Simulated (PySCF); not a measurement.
Bonds broken one at a time in the series In F-H. Gas-phase values, no solvent. Strings in code marks are SMILES.

The dipole moment from two functionals at the same geometries (B3LYP-D3(BJ)/def2-TZVP), both in PySCF: PBE-D3(BJ)/def2-TZVP and B3LYP-D3(BJ)/def2-TZVP. B3LYP has the VWN-RPA correlation part, as in Gaussian. 

```
species                             B3LYP-D3(BJ)/def2-TZVP (D)
----------------------------------  --------------------------
whole molecule (`[F][In]([F])[F]`)                        0.00
radical fragment (`[F]`)                                  0.00
radical fragment (`[F][In][F]`)                           3.24
whole molecule (`[F][InH2]`)                              3.16
```

What does PBE-D3(BJ)/def2-TZVP give for each?


- whole molecule (`[F][In]([F])[F]`): 0.00
- radical fragment (`[F]`): 0.00
- radical fragment (`[F][In][F]`): 2.94
- whole molecule (`[F][InH2]`): 2.95
Over these rows, drawn at random from the members with no instability flagged (it was tested for open shells, ions and some series alone), PBE minus B3LYP-D3(BJ): mean -0.13 D, from -0.30 D to 0.00 D.
